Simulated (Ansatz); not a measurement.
Input file:

```yaml
crystal:
  periodic: [false, false, false]
  atoms:
    - {symbol: Li, position_ang: [0.000000, 0.000000, 0.000000]}
    - {symbol: Be, position_ang: [0.000000, 0.000000, 2.038000]}
basis:
  gaussian: {orbitals: cc-pVQZ, occupation: {up: {"A1": 3}, down: {"A1": 3}}}
total_charge: 1
correlation: {method: fci, electrons: outside_noble_gas}
```

```sh
$ ansatz run in.yaml --threads 1 --pin off --events-out ev --progress --plain --max-ram 2393MiB
```

The program prints:

```
1207 factors; integrals over basis functions are off by at most 1.7e-7 eV
mean field evaluation 1: about -593.4363 eV, gradient 4.3e0 eV
mean field evaluation 2: about -593.5517 eV, gradient 1.2e-1 eV
mean field evaluation 4: about -593.5517 eV, gradient 3.4e-4 eV
mean field -593.55169751 eV, -21.8126225598 hartree, gradient 2.2e-6 eV, S^2 0.000000; 0 other end points of the search recorded, 0 dependent functions left out; unrestricted orbitals would lower it
mean field evaluation 8: about -593.4946 eV, gradient 1.1e0 eV
2 core orbitals not correlated: weight in the atoms' cores, before any rotation towards them, 1.000 or more for the frozen orbitals, at most 0.000 for the correlated occupied ones
reference -593.55169751 eV, -21.8126225598 hartree; 1, 1 occupied and 107, 107 virtual orbitals, 1207 factors
Error: with vectors over 3312 determinants and the model space of their search the run needs 2.42 GiB of the host's memory, and 2.33 GiB are given
refused for memory
```

The run gave no result to rely on (out of memory).

Ran on 1 thread of Arm Neoverse N1, shared host: 9 s wall, 0.54 GiB peak host memory.
